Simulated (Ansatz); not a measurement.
Species: CH₂O₂, charge 0, singlet. CH2O2 (SMILES O=CO).
B3LYP-D3(BJ)/def2-TZVP minimum from Ansatz (a program for electronic structure):
```xyz
5

O     -1.0316    -0.4355    -0.0191
C      0.0042     0.4206     0.0039
O      1.1586     0.1057     0.0179
H     -0.6697    -1.3375    -0.0221
H     -0.3712     1.4518     0.0079
```

Quantity: atomisation energy (electronic, to ground-state atoms), in kcal/mol. Open shells are spin-unrestricted; no spin-orbit coupling. CBS(X,Y): correlation extrapolated as X^-3, Hartree-Fock from the larger set (Q,5: extrapolated as (X+1)exp(-9√X)). A bracket is a step between two methods taken in the basis named. Functionals run without relativity, which enters their misses. 'core' is core correlation in cc-pwCVTZ, 'X2C' scalar relativity in cc-pVTZ-DK, both at CCSD(T). For partners of very few electrons the exact lower level stands in for a higher one.

CCSD(T)/CBS(cc-pVQZ,cc-pV5Z) + [CCSDT(Q) - CCSD(T)]/cc-pVDZ + core + X2C (Ansatz) gives 502.3 kcal/mol.

Q: What does PBE/def2-TZVPD (Ansatz) give here, and how do the other levels compare?

A: PBE gives 521.2 kcal/mol, 18.9 kcal/mol above it. Differences of the others: r2SCAN/def2-TZVPD (Ansatz) 0.1; B3LYP/def2-TZVPD (Ansatz) -4.9; CCSD(T)/CBS(cc-pVQZ,cc-pV5Z) + core + X2C (Ansatz) -0.9 kcal/mol. Nearer than PBE: r2SCAN/def2-TZVPD, B3LYP/def2-TZVPD, CCSD(T)/CBS(cc-pVQZ,cc-pV5Z) + core + X2C.
